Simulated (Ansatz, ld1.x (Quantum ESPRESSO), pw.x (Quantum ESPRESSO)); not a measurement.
## Mg: does the ultrasoft potential hold in the solid?

| Item | Value |
| --- | --- |
| Element | magnesium |
| Generator | ld1.x (Quantum ESPRESSO) 7.5 |
| Type | ultrasoft |
| Functional | LDA (PW92) |
| Relativity | scalar-relativistic |
| Frozen core | [Ne] |
| Valence charge | 2 |
| Reference configuration | 3s1.75 3p0 (charge +0.25) |
| Partial waves | 3s (bound): rcut 2.15, rcutus 2.35 bohr; 3s channel at -0.05 Ry: rcut 2.15, rcutus 2.35 bohr; 3p (bound, empty): rcut 1.95, rcutus 2.55 bohr; 3p channel at 2.05 Ry: rcut 1.95, rcutus 2.55 bohr |
| Local potential | all-electron potential smoothed inside 2.15 bohr (lloc = -2) |
| Core correction | none |
| Augmentation charge | built from norm-conserving waves at rcut, not smoothed further |

Crystal test: fcc Mg in pw.x 7.5, no spin, 13³ k-points, Fermi–Dirac smearing 0.01 Ry, cutoffs 40/600 Ry. The reference is all-electron LAPW (Ansatz 0.2.0) with the same functional, mesh and smearing; V0 and B0 come from Birch–Murnaghan fits to the pressures at five volumes. Errors are pseudo minus all-electron; Δ is the rms difference of the E(V) curves that follow from these fits, minima aligned, over ±6 % about the mean V0. Mesh and smearing are coarse, so the numbers serve the comparison and aren't converged zero-temperature values; the lattice is a test structure that the element need not adopt.

```csv
V (Å³/atom),P all-electron (GPa),P pseudo (GPa)
20.779,2.10,2.34
21.326,0.94,1.21
21.873,-0.08,0.21
22.420,-0.97,-0.68
22.967,-1.77,-1.46
```

All-electron: a0 = 4.436 Å (V0 = 21.83 Å³/atom), B0 = 38.5 GPa.

Pseudopotential: mean pressure error (GPa): +0.28; a0 (Å): 4.448; a0 error (%): +0.25; B0 error (%): -4.3; Δ (meV/atom): 1.3.

At the middle volume, how do free energy and pressure move when the wave cutoff is lowered (ecutrho held at 600 Ry)?

| cutoff (Ry) | shift of F (meV/atom) | shift of P (GPa) |
| --- | --- | --- |
| 18 | +0.3 | +0.00 |
| 24 | +0.1 | -0.00 |
| 32 | +0.0 | +0.00 |

Input at the middle volume:

```
&control
  calculation='scf', prefix='x', pseudo_dir='./', outdir='./tmp', tstress=.true., disk_io='none'
/
&system
  ibrav=0, nat=1, ntyp=1, ecutwfc=40, ecutrho=600, nbnd=8,
  occupations='smearing', smearing='fd', degauss=0.01
/
&electrons
  conv_thr=1e-09, mixing_beta=0.4, electron_maxstep=70
/
ATOMIC_SPECIES
Mg 1.0 Mg.UPF
CELL_PARAMETERS angstrom
  0.00000000 2.21969235 2.21969235
  2.21969235 0.00000000 2.21969235
  2.21969235 2.21969235 0.00000000
ATOMIC_POSITIONS crystal
Mg 0.0000 0.0000 0.0000
K_POINTS automatic
13 13 13 0 0 0
```

```bash
pw.x < Mg.scf.in > Mg.scf.out
```

Lines of the output:

```
Message from routine setup:
     using ibrav=0 with symmetry is DISCOURAGED, use correct ibrav instead
     lattice parameter (alat)  =       5.9321  a.u.
     unit-cell volume          =     147.6063 (a.u.)^3
     number of electrons       =         2.00
     number of Kohn-Sham states=            8
     kinetic-energy cutoff     =      40.0000  Ry
     charge density cutoff     =     600.0000  Ry
     scf convergence threshold =      1.0E-09
     Exchange-correlation= PW
     number of k points=    84  Fermi-Dirac smearing, width (Ry)=  0.0100
     iteration #  1     ecut=    40.00 Ry     beta= 0.40
     total energy              =      -1.79704982 Ry
     estimated scf accuracy    <       0.00374446 Ry
     iteration #  2     ecut=    40.00 Ry     beta= 0.40
     total energy              =      -1.79721863 Ry
     estimated scf accuracy    <       0.00135413 Ry
     iteration #  3     ecut=    40.00 Ry     beta= 0.40
     total energy              =      -1.79722618 Ry
     estimated scf accuracy    <       0.00000078 Ry
     iteration #  4     ecut=    40.00 Ry     beta= 0.40
     total energy              =      -1.79722624 Ry
     estimated scf accuracy    <       0.00000009 Ry
     iteration #  5     ecut=    40.00 Ry     beta= 0.40
     the Fermi energy is     3.7289 ev
!    total energy              =      -1.79722624 Ry
     estimated scf accuracy    <          1.2E-11 Ry
     smearing contrib. (-TS)   =      -0.00191912 Ry
     The total energy is F=E-TS. E is the sum of the following terms:
     one-electron contribution =       1.25457963 Ry
     hartree contribution      =       0.00353615 Ry
     xc contribution           =      -0.86735011 Ry
     ewald contribution        =      -2.18607279 Ry
     convergence has been achieved in   5 iterations
          total   stress  (Ry/bohr**3)                   (kbar)     P=        2.08
     Message from routine punch:
     Nothing written, as per user request (disk_io='none')
```

The run at the middle volume (84 k-points, 5 iterations) took about 6.4 s on one core of a shared host (Intel(R) Xeon(R) Platinum 8488C, 96 threads, 744 GiB, load 96).
